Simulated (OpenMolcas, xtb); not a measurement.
CH3AlO (SMILES [CH3][Al]=[O]): the dipole moment, rung by rung

The species is CH3AlO (6 atoms), meant as a singlet with charge 0. SMILES: `[CH3][Al]=[O]`. The coordinates come from a PBE0-D4/def2-TZVP relaxation.

Quantity: the dipole moment, in D. The values are calculated.

```csv
level,kind,program,value (D)
GFN0-xTB,semi-empirical,xtb,8.65
GFN1-xTB,semi-empirical,xtb,7.48
HF/aug-cc-pVDZ,Hartree–Fock,OpenMolcas,6.76
SVWN5/aug-cc-pVDZ,LDA,OpenMolcas,5.63
revPBE/aug-cc-pVDZ,GGA,OpenMolcas,5.50
r2SCAN/aug-cc-pVDZ,meta-GGA,OpenMolcas,5.71
B3LYP/aug-cc-pVDZ,global hybrid,OpenMolcas,5.85
```

The values span 5.50 to 8.65 D. Magnitudes only.
